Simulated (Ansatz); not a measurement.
Scan of H2Li, doublet: collinear Li-H-H surface. Scanned: Li-H distance and H-H distance.

Calculation: unrestricted B3LYP/cc-pVQZ in Ansatz (a first-principles code).

Energy in kJ/mol above the lowest grid point; x is the Li-H distance (Å), y the H-H distance (Å).

| y \ x | 1.36 | 1.47 | 1.60 | 1.73 | 1.87 | 2.01 | 2.22 | 2.38 | 2.71 | 2.96 | 3.49 | 4.08 | 4.64 |
|---|---|---|---|---|---|---|---|---|---|---|---|---|---|
| 2.15 | 230.2 | 213.1 | 207.3 | 211.7 | 223.5 | 239.6 | 267.5 | 289.5 | 331.6 | 357.1 | 392.7 | 413.7 | 423.9 |
| 1.77 | 224.1 | 205.8 | 198.6 | 201.3 | 211.0 | 224.8 | 248.4 | 266.5 | 299.4 | 319.1 | 347.5 | 364.9 | 373.5 |
| 1.49 | 216.7 | 195.8 | 185.0 | 183.8 | 188.8 | 197.3 | 212.6 | 224.2 | 245.0 | 257.3 | 274.9 | 285.4 | 290.4 |
| 1.36 | 208.9 | 185.9 | 172.2 | 167.9 | 169.4 | 174.4 | 184.4 | 192.4 | 206.7 | 215.0 | 226.6 | 233.2 | 236.0 |
| 1.24 | 195.3 | 170.2 | 153.7 | 146.2 | 144.2 | 145.7 | 150.9 | 155.5 | 164.1 | 169.1 | 176.1 | 179.9 | 181.5 |
| 1.12 | 173.5 | 146.8 | 127.8 | 117.4 | 112.2 | 110.6 | 111.3 | 112.9 | 116.6 | 119.0 | 122.4 | 124.4 | 125.3 |
| 1.04 | 154.4 | 127.2 | 107.0 | 95.1 | 88.2 | 84.8 | 83.1 | 83.1 | 84.2 | 85.2 | 86.8 | 87.9 | 88.5 |
| 0.92 | 121.7 | 94.8 | 74.0 | 60.9 | 52.2 | 47.0 | 42.7 | 40.9 | 39.2 | 38.6 | 38.4 | 38.6 | 38.7 |
| 0.86 | 106.2 | 80.0 | 59.5 | 46.2 | 37.1 | 31.4 | 26.2 | 23.9 | 21.1 | 20.0 | 19.0 | 18.9 | 19.0 |
| 0.79 | 92.9 | 67.8 | 47.9 | 34.8 | 25.6 | 19.5 | 13.8 | 10.9 | 7.2 | 5.6 | 4.0 | 3.6 | 3.5 |
| 0.75 | 89.6 | 65.2 | 45.7 | 32.9 | 23.8 | 17.6 | 11.6 | 8.5 | 4.5 | 2.6 | 0.7 | 0.1 | 0.0 |
| 0.69 | 94.1 | 70.6 | 52.0 | 39.6 | 30.7 | 24.6 | 18.4 | 15.1 | 10.6 | 8.5 | 6.2 | 5.4 | 5.2 |
| 0.63 | 115.4 | 92.9 | 75.1 | 63.3 | 54.7 | 48.6 | 42.4 | 39.0 | 34.2 | 31.8 | 29.3 | 28.3 | 28.1 |

Points that lie below all their neighbours on the grid: x = 4.64, y = 0.75 on the edge of the grid (0.0 kJ/mol).
